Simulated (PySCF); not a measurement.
# Worked example for cyanic acid: deprotonation at atom O3

Structure: `N#CO` (CHNO). Numbering: `[N:1]#[C:2][OH:3]`

Energies: ωB97X-D3(BJ)/ma-def2-TZVP (PySCF, density fitting, integration grid level 2) on PBE0-D3(BJ)/ma-def2-SVP structures. The prefix ma- adds one diffuse s and one diffuse p function on all atoms but H. Zero-point and thermal terms (298.15 K, 1 bar) come from unscaled PBE0-D3(BJ)/ma-def2-SVP harmonic frequencies, with soft modes damped to free rotors in the entropy.

Step: `N#CO` → `N#C[O-]` + H⁺.

| species | charge | multiplicity | E / Eh |
| --- | --- | --- | --- |
| `N#CO` | 0 | 1 | -168.747320 |
| `N#C[O-]` | -1 | 1 | -168.235530 |

Thermal terms, products less reactant: Δ(H − E) = -24.03 kJ/mol, Δ(G − E) = -50.00 kJ/mol (the bare proton has no electronic energy, H = 5/2 RT). 1 Eh = 2625.50 kJ/mol.

What are ΔE, ΔH and ΔG of this step?

ΔE = 0.511790 Eh = 1343.70 kJ/mol; ΔH = 1319.7 kJ/mol; ΔG = 1293.7 kJ/mol, all in the gas phase at 298.15 K and 1 bar. The digits show the arithmetic; the method itself can be off by 10 kJ/mol or more. The Active Thermochemical Tables (1.112) give ΔH = 1323.5 kJ/mol.
